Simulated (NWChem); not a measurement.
System: hydroxide (OH anion); SMILES [OH-]

Output (shortened):

```
             Northwest Computational Chemistry Package (NWChem) 7.3.0
             --------------------------------------------------------

 ORDER OF PRIMARY AXIS IS BEING SET TO 4
 C4V symmetry detected

                             Geometry "geometry" -> ""
                             -------------------------

 Output coordinates in angstroms (scale by  1.889725989 to convert to a.u.)

  No.       Tag          Charge          X              Y              Z
 ---- ---------------- ---------- -------------- -------------- --------------
    1 O                    8.0000     0.00000000     0.00000000     0.10750322
    2 H                    1.0000     0.00000000     0.00000000    -0.86002578

 Effective nuclear repulsion energy (a.u.)       4.3754946797

      Symmetry information
      --------------------

 Group name             C4v
 Group number             18
 Group order               8
 No. of unique centers     2

                                Z-matrix (autoz)
                                --------

 Units are Angstrom for bonds and degrees for angles

      Type          Name      I     J     K     L     M      Value
      ----------- --------  ----- ----- ----- ----- ----- ----------
    1 Stretch                  1     2                       0.96753

                           NWChem Geometry Optimization
                           ----------------------------

 maximum gradient threshold         (gmax) =   0.000450
 rms gradient threshold             (grms) =   0.000300
 maximum cartesian step threshold   (xmax) =   0.001800
 rms cartesian step threshold       (xrms) =   0.001200
 fixed trust radius                (trust) =   0.300000
 source of zmatrix                         =   autoz

          -------------------
          Energy Minimization
          -------------------

 Using diagonal initial Hessian
 Scaling for Hessian diagonals: bonds = 1.00  angles = 0.25  torsions = 0.10

          --------
          Step   0

                                 NWChem DFT Module
                                 -----------------

[...]

      ----------------------
      Optimization converged
      ----------------------

  Step       Energy      Delta E   Gmax     Grms     Xrms     Xmax
  ---- ---------------- -------- -------- -------- -------- --------
@    3     -74.41160915 -1.0D-07  0.00001  0.00001  0.00024  0.00042
                                     ok       ok       ok       ok

                                Z-matrix (autoz)
                                --------

 Units are Angstrom for bonds and degrees for angles

      Type          Name      I     J     K     L     M      Value     Gradient
      ----------- --------  ----- ----- ----- ----- ----- ---------- ----------
    1 Stretch                  1     2                       1.11778   -0.00001

                         Geometry "geometry" -> "geometry"
                         ---------------------------------

 Output coordinates in angstroms (scale by  1.889725989 to convert to a.u.)

  No.       Tag          Charge          X              Y              Z
 ---- ---------------- ---------- -------------- -------------- --------------
    1 O                    8.0000     0.00000000     0.00000000     0.18263000
    2 H                    1.0000     0.00000000     0.00000000    -0.93515255

 Effective nuclear repulsion energy (a.u.)       3.7873359071

      Symmetry information
      --------------------

 Group name             C4v
 Group number             18
 Group order               8
 No. of unique centers     2

                Final and change from initial internal coordinates
                --------------------------------------------------

                                Z-matrix (autoz)
                                --------

 Units are Angstrom for bonds and degrees for angles

[...]

 Rotational Constants
 --------------------
 A=   0.000000 cm-1  (  0.000000 K)
 B=  14.231061 cm-1  ( 20.474865 K)
 C=  14.231061 cm-1  ( 20.474865 K)

 Temperature                      =   298.15K
 frequency scaling parameter      =   1.0000

 Linear Molecule

 Zero-Point correction to Energy  =    3.901 kcal/mol  (  0.006217 au)
 Thermal correction to Energy     =    5.382 kcal/mol  (  0.008576 au)
 Thermal correction to Enthalpy   =    5.974 kcal/mol  (  0.009520 au)

 Total Entropy                    =   41.728 cal/mol-K
   - Translational                =   34.421 cal/mol-K (mol. weight =  17.0027)
   - Rotational                   =    7.307 cal/mol-K (symmetry #  =        1)
   - Vibrational                  =    0.000 cal/mol-K

 Cv (constant volume heat capacity) =    4.966 cal/mol-K
   - Translational                  =    2.979 cal/mol-K
   - Rotational                     =    1.986 cal/mol-K
   - Vibrational                    =    0.001 cal/mol-K

[normal modes left out]

 ----------------------------------------------------------------------------
 Normal Eigenvalue ||           Projected Infra Red Intensities
  Mode   [cm**-1]  || [atomic units] [(debye/angs)**2] [(KM/mol)] [arbitrary]
 ------ ---------- || -------------- ----------------- ---------- -----------
    1       -0.000 ||    0.058815           1.357        57.336       3.818
    2       -0.000 ||    0.001797           0.041         1.752       0.117
    3        0.000 ||    0.044901           1.036        43.772       2.915
    4        0.000 ||    0.023087           0.533        22.507       1.499
    5        0.000 ||    0.066191           1.527        64.526       4.297
    6     2730.269 ||    0.729377          16.827       711.032      47.353
 ----------------------------------------------------------------------------
```

Level: B3LYP/STO-3G. Sets without diffuse functions describe the anion's extra electron poorly. The highest occupied level is positive, so the extra electron may be held by the finite basis.

**Question.** Write an input that gives this output.

**Answer.** One answer among several that fit: the input that was run:
```
start job
memory heap 200 mb stack 900 mb global 1100 mb
charge -1
geometry units angstroms
  O      0.000000     0.000000     0.103125
  H      0.000000     0.000000    -0.864404
end
basis spherical
  O library sto-3g
  H library sto-3g
end
dft
  xc b3lyp
  iterations 150
end
driver
  maxiter 120
end
task dft optimize
task dft freq
```
